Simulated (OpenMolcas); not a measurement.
Mg₂⁻ at 3.171 Å: OpenMolcas input and output

Input (each module block was a call of its own in one work directory; start orbitals came from a preliminary run):

```
&GATEWAY
Coord
2
angstrom
Mg 0.0 0.0 0.0
Mg 0.0 0.0 3.1710
Basis=ANO-RCC-VTZP
Group=XY
RX2C
AMFI
ANGMom
0.0 0.0 0.0
RICD
&SEWARD
&GUESSORB
* RASSCF and CASPT2 blocks for each multiplicity and irrep, as for the first:
&RASSCF
FileOrb=$CurrDir/o22.orb
Symmetry=2
Spin=2
nActEl=5 0 0
Inactive=6 4
RAS2=4 4
CIRoot=6 6 1
Linear
Iterations=120 100
OrbListing=Nothing
PRWF=0.15
>>COPY $Project.RasOrb $CurrDir/o22.orb
>>COPY $Project.rasscf.h5 $CurrDir/r22.h5
&CASPT2
XMultistate=all
Imaginary=0.2
IPEA=0.25
MaxIter=40
>>COPY $Project.JobMix JOB001
&RASSI
Nr of JobIphs=4 6 8 5 4
1 2 3 4 5 6
1 2 3 4 5 6 7 8
1 2 3 4 5
1 2 3 4
SpinOrbit
EJob
Omega
MEES
MESO
Properties=4
'AngMom' 3 'Mltpl  1' 1 'Mltpl  1' 2 'Mltpl  1' 3
Thrs=1.0d-4
>>COPY $Project.rassi.h5 $CurrDir/so.h5
```

```bash
pymolcas m.inp
```

C2 symmetry about the axis (a holds Σ, Δ, Γ; b holds Π, Φ, H; Σ⁺ and Σ⁻ are not told apart); roots by multiplicity and irrep: 2b 6, 2a 8, 4a 5, 4b 4.

RASSI part of the output, in excerpt:

```
SPIN-FREE ENERGIES:
  (Shifted by EMIN (a.u.) =       -400.2566215310)
 SF State       Relative EMIN(au)   Rel lowest level(eV)    D:o, cm**(-1)      Abs_M
     1             0.0000000000        0.0000000000              0.0000         1.0
     2             0.0000000025        0.0000000689              0.0006         1.0
     7             0.0055747982        0.1516979876           1223.5268         0.0
     3             0.0470087095        1.2791721521          10317.2192         1.0
     4             0.0470088138        1.2791749892          10317.2421         1.0
    15             0.0470707250        1.2808596793          10330.8300         0.0
    20             0.0503361334        1.3697159671          11047.5043         1.0
    21             0.0503361379        1.3697160913          11047.5053         1.0
     8             0.0718650417        1.9555474059          15772.5535         2.0
     9             0.0719284526        1.9572729063          15786.4706         2.0
    10             0.0758948151        2.0652031288          16656.9866         0.0
    16             0.0777837181        2.1166027972          17071.5529         0.0
     5             0.0839241747        2.2836931319          18419.2273         1.0
     6             0.0839242881        2.2836962178          18419.2522         1.0
    11             0.0840346895        2.2867003940          18443.4825         0.0
    22             0.0847861148        2.3071477175          18608.4013         1.0
    23             0.0847861168        2.3071477724          18608.4017         1.0
    17             0.0909021889        2.4735745729          19950.7244         2.0
    18             0.0909217940        2.4741080538          19955.0272         2.0
    12             0.0931547085        2.5348687547          20445.0953         0.0
    19             0.0935749808        2.5463049464          20537.3344         0.0
    13             0.1056639514        2.8752625934          23190.5568         2.0
    14             0.1057287866        2.8770268486          23204.7865         2.0
++ Dipole transition strengths (spin-free states):
     for osc. strength at least  1.00000000E-05
      From   To        Osc. strength     Einstein coefficients Ax, Ay, Az (sec-1)    Total A (sec-1)
         1    7       3.90228548E-04  1.39121349E+00  3.88270939E+02  0.00000000E+00  3.89662153E+02
         1    3       1.98364842E-03  0.00000000E+00  0.00000000E+00  1.40842019E+05  1.40842019E+05
         1    4       3.11285982E-02  0.00000000E+00  0.00000000E+00  2.21018706E+06  2.21018706E+06
         1    5       2.81880318E-03  0.00000000E+00  0.00000000E+00  6.37895874E+05  6.37895874E+05
         1    6       1.63164085E-02  0.00000000E+00  0.00000000E+00  3.69241736E+06  3.69241736E+06
         1   12       7.02953160E-04  1.95291722E+05  7.04136456E+02  0.00000000E+00  1.95995858E+05
         1   13       9.04776702E-04  1.69214757E+05  1.55353458E+05  0.00000000E+00  3.24568215E+05
         1   14       9.05344574E-04  1.55642067E+05  1.69528541E+05  0.00000000E+00  3.25170607E+05
         2    7       3.90228538E-04  3.88270577E+02  1.39121248E+00  0.00000000E+00  3.89661789E+02
         2    3       3.11273740E-02  0.00000000E+00  0.00000000E+00  2.21009009E+06  2.21009009E+06
         2    4       1.98390844E-03  0.00000000E+00  0.00000000E+00  1.40861090E+05  1.40861090E+05
         2    5       1.63170922E-02  0.00000000E+00  0.00000000E+00  3.69256187E+06  3.69256187E+06
         2    6       2.81924718E-03  0.00000000E+00  0.00000000E+00  6.37998038E+05  6.37998038E+05
         2   12       7.02956631E-04  7.04123421E+02  1.95292692E+05  0.00000000E+00  1.95996815E+05
         2   13       9.04774474E-04  1.55353735E+05  1.69213665E+05  0.00000000E+00  3.24567400E+05
         2   14       9.05342574E-04  1.69528656E+05  1.55641217E+05  0.00000000E+00  3.25169873E+05
         7   10       2.13384932E-04  0.00000000E+00  0.00000000E+00  3.39025656E+04  3.39025656E+04
         3   10       4.80771640E-04  1.24447083E+04  4.44543641E+02  0.00000000E+00  1.28892520E+04
         3   11       2.47325924E-04  3.70459467E+02  1.05236980E+04  0.00000000E+00  1.08941574E+04
         4   10       4.80763589E-04  4.44562437E+02  1.24443806E+04  0.00000000E+00  1.28889431E+04
         4   11       2.47325509E-04  1.05236290E+04  3.70448807E+02  0.00000000E+00  1.08940778E+04
        15   20       3.16886183E-04  1.01378391E-02  1.08554699E+02  0.00000000E+00  1.08564837E+02
        15   21       3.16886575E-04  1.08555137E+02  1.01378868E-02  0.00000000E+00  1.08565275E+02
        15   16       3.40108720E-02  0.00000000E+00  0.00000000E+00  1.03079650E+06  1.03079650E+06
        20   23       1.70161056E-02  0.00000000E+00  0.00000000E+00  6.48857143E+05  6.48857143E+05
        21   22       1.70161028E-02  0.00000000E+00  0.00000000E+00  6.48856786E+05  6.48856786E+05
         8    5       1.85466492E-04  1.10002175E+00  8.65479678E+02  0.00000000E+00  8.66579700E+02
         8    6       1.85462084E-04  8.65476588E+02  1.09881504E+00  0.00000000E+00  8.66575403E+02
         8   13       2.23669763E-04  0.00000000E+00  0.00000000E+00  8.20962924E+03  8.20962924E+03
         8   14       4.14677626E-05  0.00000000E+00  0.00000000E+00  1.52788777E+03  1.52788777E+03
         9    5       1.84487407E-04  8.51880653E+02  1.08275027E+00  0.00000000E+00  8.52963403E+02
         9    6       1.84482551E-04  1.08163114E+00  8.51875446E+02  0.00000000E+00  8.52957077E+02
         9   13       4.13141570E-05  0.00000000E+00  0.00000000E+00  1.51072024E+03  1.51072024E+03
         9   14       2.23703448E-04  0.00000000E+00  0.00000000E+00  8.21155761E+03  8.21155761E+03
        10    5       1.88216443E-05  3.14254361E+01  7.56250069E+00  0.00000000E+00  3.89879368E+01
        10    6       1.88224449E-05  7.56144769E+00  3.14292487E+01  0.00000000E+00  3.89906964E+01
        16   22       9.36852846E-04  1.47589437E+03  6.93428313E-02  0.00000000E+00  1.47596371E+03
        16   23       9.36853574E-04  6.93430063E-02  1.47589637E+03  0.00000000E+00  1.47596571E+03
        11   12       6.06601488E-05  0.00000000E+00  0.00000000E+00  1.62108521E+02  1.62108521E+02
        22   17       7.74046414E-05  4.96599973E+00  8.80640744E+01  0.00000000E+00  9.30300741E+01
        22   18       7.76528178E-05  8.89137038E+01  5.01393198E+00  0.00000000E+00  9.39276357E+01
        22   19       4.45971539E-05  4.87049100E-03  1.10678842E+02  0.00000000E+00  1.10683713E+02
        23   17       7.74045583E-05  8.80639136E+01  4.96599928E+00  0.00000000E+00  9.30299129E+01
        23   18       7.76528578E-05  5.01392252E+00  8.89136999E+01  0.00000000E+00  9.39276224E+01
        23   19       4.45971052E-05  1.10678671E+02  4.87040724E-03  0.00000000E+00  1.10683541E+02
 Electric-quadrupole - electric-quadrupole not included
 Electric-dipole - electric-octupole not included
 Electric-dipole - magnetic-quadrupole not included
   Eigenvalues of complex Hamiltonian:
  (Shifted by EMIN (a.u.) =       -400.2566215310)
 SO State       Relative EMIN(au)   Rel lowest level(eV)    D:o, cm**(-1)      Omega
     1            -0.0000443867        0.0000000000              0.0000         0.5
     2            -0.0000443867        0.0000000000              0.0000         0.5
     3             0.0000443646        0.0024150470             19.4787         1.5
     4             0.0000443646        0.0024150470             19.4787         1.5
     5             0.0055745827        0.1528999475           1233.2212         0.5
     6             0.0055745827        0.1528999475           1233.2212         0.5
     7             0.0469596678        1.2790454835          10316.1975         0.5
     8             0.0469596678        1.2790454835          10316.1975         0.5
     9             0.0470578130        1.2817161505          10337.7379         1.5
    10             0.0470578130        1.2817161505          10337.7379         1.5
    11             0.0470705407        1.2820624877          10340.5313         0.5
    12             0.0470705407        1.2820624877          10340.5313         0.5
    13             0.0470707309        1.2820676633          10340.5731         1.5
    14             0.0470707309        1.2820676633          10340.5731         1.5
    15             0.0502812082        1.3694292014          11045.1914         0.5
    16             0.0502812082        1.3694292014          11045.1914         0.5
    17             0.0503177060        1.3704223577          11053.2017         0.5
    18             0.0503177060        1.3704223577          11053.2017         0.5
    19             0.0503542669        1.3714172306          11061.2259         1.5
    20             0.0503542669        1.3714172306          11061.2259         1.5
    21             0.0503908869        1.3724137099          11069.2631         2.5
    22             0.0503908869        1.3724137099          11069.2631         2.5
    23             0.0718646536        1.9567446709          15782.2101         2.0
    24             0.0718646536        1.9567446709          15782.2101         2.0
    25             0.0719288350        1.9584911371          15796.2963         2.1
    26             0.0719288350        1.9584911371          15796.2963         2.1
    27             0.0758945742        2.0664043972          16666.6755         0.5
    28             0.0758945742        2.0664043972          16666.6755         0.5
    29             0.0777836928        2.1178099326          17081.2891         1.5
    30             0.0777836928        2.1178099326          17081.2891         1.5
    31             0.0777837645        2.1178118831          17081.3048         0.5
    32             0.0777837645        2.1178118831          17081.3048         0.5
    33             0.0839166330        2.2846957376          18427.3139         1.5
    34             0.0839166330        2.2846957376          18427.3139         1.5
    35             0.0839315545        2.2851017708          18430.5887         0.5
    36             0.0839315545        2.2851017708          18430.5887         0.5
    37             0.0840347042        2.2879086182          18453.2275         0.5
    38             0.0840347042        2.2879086182          18453.2275         0.5
    39             0.0847250096        2.3066927860          18604.7320         0.5
    40             0.0847250096        2.3066927860          18604.7320         0.5
    41             0.0847657488        2.3078013555          18613.6732         0.5
    42             0.0847657488        2.3078013555          18613.6732         0.5
    43             0.0848065948        2.3089128329          18622.6379         1.5
    44             0.0848065948        2.3089128329          18622.6379         1.5
    45             0.0848475449        2.3100271397          18631.6254         2.5
    46             0.0848475449        2.3100271397          18631.6254         2.5
    47             0.0908061148        2.4721680888          19939.3803         0.5
    48             0.0908061148        2.4721680888          19939.3803         0.5
    49             0.0908755373        2.4740571695          19954.6168         1.5
    50             0.0908755373        2.4740571695          19954.6168         1.5
    51             0.0909485954        2.4760451811          19970.6512         2.5
    52             0.0909485954        2.4760451811          19970.6512         2.5
    53             0.0910181574        2.4779380599          19985.9183         3.5
    54             0.0910181574        2.4779380599          19985.9183         3.5
    55             0.0931399862        2.5356759637          20451.6059         0.5
    56             0.0931399862        2.5356759637          20451.6059         0.5
    57             0.0935751068        2.5475161974          20547.1038         1.5
    58             0.0935751068        2.5475161974          20547.1038         1.5
    59             0.0935899129        2.5479190918          20550.3534         0.5
    60             0.0935899129        2.5479190918          20550.3534         0.5
    61             0.1056563938        2.8762647645          23198.6398         1.8
    62             0.1056563938        2.8762647645          23198.6398         1.8
    63             0.1057365563        2.8784460991          23216.2335         2.3
    64             0.1057365563        2.8784460991          23216.2335         2.3
 Weights of the five most important spin-orbit-free states for each spin-orbit state.
 SO State  Total energy (au)           Spin-free states, spin, and weights
    1        -0.000044       1 0.5  0.5000    2 0.5  0.5000   10 0.5  0.0000   15 1.5  0.0000   11 0.5  0.0000
    2        -0.000044       1 0.5  0.5000    2 0.5  0.5000   10 0.5  0.0000   15 1.5  0.0000   11 0.5  0.0000
    3         0.000044       2 0.5  0.5000    1 0.5  0.5000   15 1.5  0.0000    8 0.5  0.0000    9 0.5  0.0000
    4         0.000044       2 0.5  0.5000    1 0.5  0.5000   15 1.5  0.0000    8 0.5  0.0000    9 0.5  0.0000
    5         0.005575       7 0.5  1.0000    3 0.5  0.0000    4 0.5  0.0000    5 0.5  0.0000    6 0.5  0.0000
    6         0.005575       7 0.5  1.0000    3 0.5  0.0000    4 0.5  0.0000    5 0.5  0.0000    6 0.5  0.0000
    7         0.046960       3 0.5  0.5005    4 0.5  0.4995   21 1.5  0.0000   20 1.5  0.0000    7 0.5  0.0000
    8         0.046960       3 0.5  0.5005    4 0.5  0.4995   21 1.5  0.0000   20 1.5  0.0000    7 0.5  0.0000
    9         0.047058       4 0.5  0.5005    3 0.5  0.4995   20 1.5  0.0000   21 1.5  0.0000   19 1.5  0.0000
   10         0.047058       4 0.5  0.5005    3 0.5  0.4995   20 1.5  0.0000   21 1.5  0.0000   19 1.5  0.0000
   11         0.047071      15 1.5  1.0000   10 0.5  0.0000   22 1.5  0.0000   23 1.5  0.0000    2 0.5  0.0000
...
```

g and u states are not told apart. Only roots inside an energy window near the equilibrium distance were included, so the list of states is not complete; labels number the states computed. Each spin and symmetry block has orbitals of its own, averaged over its own roots, so gaps between blocks are less sure than gaps within one and near the minimum can be off by tenths of an eV, in bad cases by more. No Rydberg orbitals are active, so Rydberg states, and σ→σ* states whose orbital the CASSCF left unused, can be missing between those listed. CASPT2 splits the two components of degenerate states numerically, here by up to 14 cm⁻¹. For an anion, states above the electron-detachment threshold (often below 1 to 3 eV) are held by the basis set and are not bound levels.
